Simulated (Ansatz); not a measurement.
Scan of the Cl1–C2 bond length

CCl2 (SMILES Cl[C]Cl), closed shell, at its PBE0-D4/def2-TZVP minimum:

Cl1  (1.237, -0.329, 0.644)
C2  (-0.232, -0.585, -0.190)
Cl3  (-1.005, 0.914, -0.454)
(Å)

The bond length Cl1–C2 (1.708 Å at the minimum) is set to the values below, with the rest relaxed at PBE0-D4/def2-TZVP at each step. Each method's energies count from its own value at the PBE0-D4 minimum structure. Ansatz 0.2.0; basis: def2-TZVPP; cores frozen in the correlated methods. B3LYP uses VWN-RPA correlation.

CCSD(T) energies along the scan:
| bond length (Å) | CCSD(T) (kJ/mol) |
| --- | --- |
| 1.469 | 94.8 |
| 1.519 | 54.5 |
| 1.593 | 18.7 |
| 1.679 | 1.6 |
| 1.774 | 1.9 |
| 1.877 | 15.6 |
| 1.986 | 38.0 |
| 2.101 | 65.8 |
| 2.220 | 96.2 |
They count from the CCSD(T) energy at the PBE0-D4 minimum.

Minimum and curvature along this coordinate at CCSD(T): A fifth-order fit through the nearest points gives 1.722 Å, with a curvature of about 18 eV/Å².

Largest difference from the CCSD(T) curve over the scan: PBE-D4 12.7; B3LYP-D4 7.7; wB97M-V 11.3; HF 24.8 kJ/mol. Each curve counts from its own value at the minimum.

T1 diagnostic: at most 0.025. The restricted Hartree–Fock reference is unstable towards an unrestricted one at one or more of these structures.

For scale, one of the runs: CCSD(T)/def2-TZVPP, 115 basis functions (an equivalent command: `ansatz run in.yaml --threads 2`). Hardware: 2 CPU threads, shared host. Wall time about 9 s.
